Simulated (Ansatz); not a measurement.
Basis-set extrapolation for `NCS` (PBE0-D4/def2-TZVP geometry, frozen core, the Gaussian-basis code of Ansatz). Multiplicity 1, RHF reference.

```csv
,def2-TZVPP,def2-QZVPP
HF,-492.797101,-492.813526
MP2 correlation,-0.572577,-0.615303
CCSD(T) correlation,-0.634010,not run
```

Energies in hartree. Use E(X) = E(∞) + A·exp(−7.88·√X) for Hartree–Fock and E(X) = E(∞) + B·X^(−2.97) for correlation, with X = 3 and 4, and add CCSD(T) minus MP2 of the smaller set to the MP2 limit.

Task: What is the CCSD(T) energy at the basis-set limit?

Result: HF limit: -492.813526 + (-0.016425) × 0.13774 = -492.81579. MP2 limit: -0.615303 + (-0.042726) × 0.74074 = -0.64695. Higher-order term: -0.634010 − (-0.572577) = -0.06143. Total: -493.52417 hartree, 244.3 kJ/mol below CCSD(T)/def2-TZVPP.
